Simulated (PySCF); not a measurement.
Ionisation energy of O by level of theory

O [He] 2s2 2p4 (3P) → O⁺ [He] 2s2 2p3 (4S), as a difference of total energies. Computed with PySCF 2.14 in aug-cc-pVQZ, with no relativity, point nucleus. Correlated levels: valence: 1s2 frozen. The calculations carry no spin-orbit coupling.

```csv
method,ionisation energy (eV),plus first-order spin-orbit estimate,error of that sum (eV)
UHF,12.025,12.034,-1.584
MP2 (valence),13.434,13.443,-0.175
SCS-MP2 (valence),13.562,13.571,-0.047
CCSD (valence),13.462,13.471,-0.147
CCSD(T) (valence),13.514,13.523,-0.095
```

Reference: 13.618 eV (measured; NIST Atomic Spectra Database, ionization energies).

A first-order spin-orbit estimate (lowest level to lowest level, LS coupling) adds 0.010 eV.

Errors of the correlated levels include the incompleteness of this basis and the frozen core.
